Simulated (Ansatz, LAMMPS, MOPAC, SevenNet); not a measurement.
Elastic constant C11 of 3C-SiC: levels of theory against measurement

Reference value: 390 GPa (measured, temperature not stated, not corrected to a static lattice; as tabulated in Råsander and Moram (2015), arXiv:1505.02379).

Q: What do Tersoff SiC_Erhart-Albe.tersoff, PM7 semi-empirical Hartree-Fock (MOPAC), SevenNet-l3i5, LDA, PBE, r²SCAN, HSE06 give, and how far is each from the reference?

A: 
```
level (code)                                     value (GPa)  cell (Å³/atom)  difference (%)
-----------------------------------------------  -----------  --------------  --------------
Tersoff SiC_Erhart-Albe.tersoff (LAMMPS)                 384           10.36            -1.5
PM7 semi-empirical Hartree-Fock (MOPAC) (MOPAC)          391           11.25            +0.3
SevenNet-l3i5 (SevenNet)                                 296           10.50             -24
LDA (Ansatz)                                             404           10.14            +3.6
PBE (Ansatz)                                             384           10.50            -1.5
r²SCAN (Ansatz)                                          414           10.33            +6.2
HSE06 (Ansatz)                                           417           10.28            +6.9
```

Leaving aside Tersoff SiC_Erhart-Albe.tersoff, which can be fitted to such values or carry a doubt: The reference's temperature isn't stated, so close values are not ranked against it.

The reference has no zero-point or thermal correction, while the calculations are for a static lattice, so the differences are not the levels' errors alone. A static lattice is as a rule stiffer than a warm one, by over a tenth in soft solids.  PM7 semi-empirical Hartree-Fock (MOPAC): the method was fitted mainly to molecules. PM7 semi-empirical Hartree-Fock (MOPAC): the run uses a supercell at the zone centre in place of a k mesh. Each level is taken at its own relaxed cell. Cutoffs and k meshes differ between the levels. Ansatz's density-functional and Hartree–Fock values are scalar-relativistic unless marked +SOC, with PAW data made under PBE.

Empirical potentials (Tersoff SiC_Erhart-Albe.tersoff) are fitted to chosen data, which need not cover the solid at hand: agreement can be built in, and what lay outside the fit can be far off. Machine-learned potentials (SevenNet-l3i5) are trained on DFT data, which may include these solids.

Differences are worked out from the printed values.

Ansatz is a program for electronic structure.
